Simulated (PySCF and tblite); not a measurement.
Values are calculated unless marked as measured or tabulated.
C₅H₁₀, numbered as in [CH3:1][CH2:2][CH:3]1[CH2:4][CH2:5]1.

Free energies: B3LYP-D3(BJ)/def2-TZVP (IEF-PCM, chloroform) on PBE0-D3(BJ)/def2-SVP structures plus GFN2-xTB thermal terms, symmetry and mirror images included. Conformers within 3 kcal/mol (GFN2-xTB free energy) were kept, 8 at most. Run with PySCF (density fitting) and tblite.

Torsions listed: C1–C2–C3–C4. Of a mirror pair one member is shown.

| conformer | shape | symmetry | E(GFN2) kcal/mol |
| --- | --- | --- | --- |
| 1 | -36° | Cs | 1.84 |
| 2 | 83° | C1 (pair) | 0.00 |

Problem. Which of these conformers is the most populated at 298.15 K, and with what share?

Solution. Conformer 2, about 97 %.

Problem. Give the DFT energies and free energies relative to the lowest, and all weights.

Solution. 
```
conformer  shape  E(DFT) kcal/mol  G(298.15 K) kcal/mol  weight %
        1   -36°             1.44                  1.99       3.4
        2    83°             0.00                  0.00      96.6
```

Problem. How does its share change from 150 K to 400 K?

Solution. From 100 % to 94 %; the mixing entropy goes from 1.42 to 1.75 cal/(mol K).
